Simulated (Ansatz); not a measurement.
Two isomers of C5H6: A = `C1=C[C@H]2C[C@@H]12`, B = `C#CC1CC1`.

Gas-phase electronic energies from Ansatz, PBE0-D4/def2-TZVP geometries. CCSD(T)/CBS adds triple-zeta CCSD(T) − MP2 to the extrapolated MP2 energy (def2 sets, frozen cores). Functionals use def2-TZVPP. B3LYP here is the variant with VWN-RPA as its local correlation; programs differ in this.

**Question.** Which is lower in electronic energy at CCSD(T)/CBS, and by how much? (An estimate is asked.)

**Answer.** Computed: B, by 7.3 kcal/mol.

**Question.** Give E(B) − E(A) in kcal/mol with HF/def2-TZVPP, B3LYP, LDA (SPW92), CCSD(T)/def2-TZVPP, CCSD(T)/def2-SVP, PBE-D4, PBE0-D4. (Best estimate.)

**Answer.** Computed: HF/def2-TZVPP -14.8, B3LYP -11.2, LDA (SPW92) -0.2, CCSD(T)/def2-TZVPP -7.6, CCSD(T)/def2-SVP -6.6, PBE-D4 -4.7, PBE0-D4 -4.1. None reverses the order clearly.

**Question.** Does the order hold for the free energy at 298.15 K (harmonic terms from PBE0-D4)? (Best estimate.)

**Answer.** The calculation gave: Yes: G(B) − G(A) = -8.8 kcal/mol.

Largest T1 diagnostic: 0.010.

The D4 term adds +0.8 kcal/mol with B3LYP and +0.4 kcal/mol with PBE0; it sums over pairs of atoms, weighted by their polarisabilities, and B3LYP, whose exchange is more repulsive, gets the larger term. From BLYP to BHLYP (50 % exact exchange), in def2-TZVPP and without D4, E(B) − E(A) moves by +1.7 kcal/mol.
